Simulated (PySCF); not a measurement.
One ligand Y is varied and pulled off as a radical: Cd(CH3)1–Y. Isolated molecules, 0 K electronic values unless said otherwise. One relaxed conformer stands for each flexible species; it need not be the lowest. Multiplicities are imposed; where one is given, others were not computed. Strings in code marks are SMILES.

These are PySCF 2.14.0 with r2SCAN-D4/def2-TZVP // r2SCAN-D4/def2-SVP values and carry that method's errors. 

| species | highest occupied spin orbital (eV) | dipole moment (D) |
|---|---|---|
| free radical OH (`[OH]`) | -7.57 | 1.76 |
| free radical NH2 (`[NH2]`) | -7.49 | 1.96 |
| free radical CH3 (`[CH3]`) | -5.88 | 0.00 |
| free radical OCH3 | -6.35 | 2.02 |
| free radical N(CH3)2 | -5.98 | 1.71 |
| free radical SH (`[SH]`) | -6.40 | 0.91 |
